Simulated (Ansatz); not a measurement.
A made-up structure of CH$_{5}$BN (charge +1), singlet:

```
atom    x (Å)    y (Å)    z (Å)
  B1  -0.5598   0.6219  -0.6739
  C2  -0.1916   0.0072   0.4204
  N3   0.7412  -0.6471   0.3339
  H4  -1.3669  -0.0297  -1.3255
  H5  -0.0726   1.7419  -0.7658
  H6  -0.8171   0.1518   1.4100
  H7   1.3855  -0.8449  -0.5305
  H8   0.8813  -1.0012   1.1313
```

It is relaxed with PBE-D4/def2-SVP and then PBE0-D4/def2-TZVP (Ansatz 0.2.0). Atoms count as bonded within 1.22 times the sum of their covalent radii (H–H: 0.88 Å). The end point is not checked to be a true minimum.

(1) Does its bonding change? (Judge from chemistry; the calculation decides.)

## Answers

(1) Computed: No: no bond forms or breaks.

Where it ends: The first stage lowers the energy by 3.85 eV in 7 steps. It ends as CH₅BN ([BH2][CH][NH2]), total charge +1:
```xyz
8
angstrom
B -0.7074 0.7726 -0.8095
C -0.1570 -0.0146 0.4093
N 0.8636 -0.7836 0.4831
H -1.5321 0.2498 -1.4888
H -0.3335 1.8902 -0.9707
H -0.7196 0.1020 1.3420
H 1.4633 -0.9701 -0.3142
H 1.1227 -1.2462 1.3488
```

Labels in which every atom is bracketed show which atoms are joined, not bond orders.

For scale, one of the runs: PBE0-D4/def2-TZVP relaxation, 123 basis functions, launched by `ansatz run in.yaml --threads 2 --pin off --events-out ev --progress --plain --max-ram 4352MiB`. Hardware: 2 CPU threads of an Arm Neoverse V1, shared host. Wall time about 15 s.
